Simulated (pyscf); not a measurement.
Optimised with ωB97X-D3(BJ)/def2-SVP in PySCF.

### Question
Estimate by transition-state theory the rate constant of H₂B–Cl (SMILES BCl) + H₂O (SMILES O) -> HO–BH–Cl (SMILES OBCl) + H₂ (SMILES [H][H]) (singlet surface; B–H, H–O broken, B–O, H–H formed) at 1200 K, with ωB97M-D3(BJ)/def2-TZVP energies (ideal gas, 1 atm, RRHO with modes under 100 cm⁻¹ raised to 100, one conformer, R ln 2 for chiral ones without a mode under 150 cm⁻¹; no tunnelling).

### Answer
The electronic barrier is 12.5 kcal/mol and the thermal terms add +41.5, so ΔG‡ = 54.0 kcal/mol. With k_BT/h = 2.50e+13 s⁻¹ and RT = 2.385 kcal/mol, and a volume of 1.64e-19 cm³ per molecule at 1 atm, k = 6.0e-16 cm³ molecule⁻¹ s⁻¹. Wigner's tunnelling factor for 1452i cm⁻¹ would be 1.13. A shift of 1 kcal/mol in the barrier changes k by a factor 1.5. On the reactant side the descent ends in an adduct with a B–O contact, 14.6 kcal/mol under the separated species and 27.5 kcal/mol under the saddle at ωB97X-D3(BJ)/def2-TZVP. What is counted as formed (B–O) is already present as a longer contact in the reactant adduct; forming that adduct is a step of its own. At the saddle there is also a short B–H contact that neither side keeps. The same reactants have a lower exit, to H₂B–OH + HCl (barrier +4.5 kcal/mol at ωB97M-D3(BJ)/def2-TZVP, against +12.5 kcal/mol here). This is the saddle that the search found; another between the same sides may lie lower.
